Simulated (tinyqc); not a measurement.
Inside a calculation. Method: Pariser-Parr-Pople SCF with singles CI, for the molecule C=C1C=CC=C1 (SMILES; centres numbered as the heavy atoms are written). One step of it, computed by the program tinyqc.

Question. Iteration 2: orbitals and new P. Diagonalise F (the basis is taken as orthonormal) and form P = 2 sum c c over the lowest orbitals.

F (eV), order 1C, 2C, 3C, 4C, 5C, 6C:
```
[[-6.002996, -4.605085, -0.356071, 0.460505, 0.460505, -0.356071],
 [-4.605085, -5.638372, -3.439016, 0.100960, 0.100960, -3.439016],
 [-0.356071, -3.439016, -5.386514, -4.534935, 0.148414, 0.791706],
 [0.460505, 0.100960, -4.534935, -5.192636, -3.724040, 0.148414],
 [0.460505, 0.100960, 0.148414, -3.724040, -5.192636, -4.534935],
 [-0.356071, -3.439016, 0.791706, 0.148414, -4.534935, -5.386514]]
```

pi electrons, sum of z_r less the charge = 6

Give: orbital energies; P after iteration 2.

Answer.

orbital energies (eV): [-13.3828, -10.3124, -9.0654, -3.1310, 1.4186, 1.6733]

P after iteration 2, order 1C, 2C, 3C, 4C, 5C, 6C:
```
[[0.8359, 0.8485, 0.1768, -0.3086, -0.3086, 0.1768],
 [0.8485, 0.9812, 0.3719, -0.0382, -0.0382, 0.3719],
 [0.1768, 0.3719, 1.0710, 0.8230, -0.0704, -0.3782],
 [-0.3086, -0.0382, 0.8230, 1.0204, 0.4696, -0.0704],
 [-0.3086, -0.0382, -0.0704, 0.4696, 1.0204, 0.8230],
 [0.1768, 0.3719, -0.3782, -0.0704, 0.8230, 1.0710]]
```
